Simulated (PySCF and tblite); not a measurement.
Results of a calculation; reference values are marked as such.
System: C₂H₆S₂, numbered as in [CH3:1][S:2][S:3][CH3:4].

Motion: rotation about the S2–S3 bond (torsion C1–S2–S3–C4 from -87° to 87°, rising). GFN2-xTB gives an electronic barrier of 9.2 kcal/mol.

PBE0/pcSseg-1 + D3(BJ), IEF-PCM acetonitrile on PBE0-D3(BJ)/def2-SVP geometries gives 9.2 kcal/mol and k(298 K) = 2.6×10⁵ s⁻¹.

(1) What does PBE0/pcseg-1 + D3(BJ) give on PBE0-D3(BJ)/def2-SVP geometries?

Programs: tblite and PySCF.

Answers

(1) A barrier of 10.6 kcal/mol, 1.4 above the first DFT barrier (from unrounded values) and, with GFN2-xTB thermal terms, ΔG‡(298 K) = 11.5 kcal/mol and k = 2.5×10⁴ s⁻¹ (1 equivalent path).
